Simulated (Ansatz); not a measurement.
A made-up structure of BSi2H4, doublet:

```xyz
7
angstrom
B -1.0264 -0.5904 -0.3064
Si 0.0598 0.7197 -1.1681
Si 0.6587 -0.1611 0.7979
H 1.2778 -0.2035 2.0751
H -0.0809 1.9862 -1.9467
H 0.6819 0.5589 2.1019
H 1.6968 -1.2298 0.7947
```

It is relaxed with PBE-D4/def2-SVP and then PBE0-D4/def2-TZVP (Ansatz 0.2.0). Atoms count as bonded within 1.22 times the sum of their covalent radii (H–H: 0.88 Å). The end point is not checked to be a true minimum.

Q: Does its bonding change? (A judgement: the text doesn't fix the answer.)

A: The calculation gives: Yes. Formed: H4–H6; broken: Si3–H4, Si3–H6.

Where it ends: The first stage lowers the energy by 2.60 eV in 13 steps. It ends as a complex of BSi₂H₂ ([B]1[SiH][SiH]1) + H₂:
```csv
atom,x (Å),y (Å),z (Å)
B1,-0.5566,0.8661,0.2302
Si2,-0.1937,0.7921,-1.6445
Si3,0.9885,-0.1859,-0.1660
H4,0.9138,-0.4214,3.6211
H5,-0.5144,1.1564,-3.0556
H6,0.4953,-0.0898,3.0978
H7,2.1349,-1.0376,0.2653
```

Labels in which every atom is bracketed show which atoms are joined, not bond orders.

For scale, one of the runs: PBE0-D4/def2-TZVP relaxation, 129 basis functions, launched by `ansatz run in.yaml --threads 2 --pin off --events-out ev --progress --plain --max-ram 4352MiB`. The run took about 2.7 min on 2 CPU threads of an Arm Neoverse V1 (shared host).
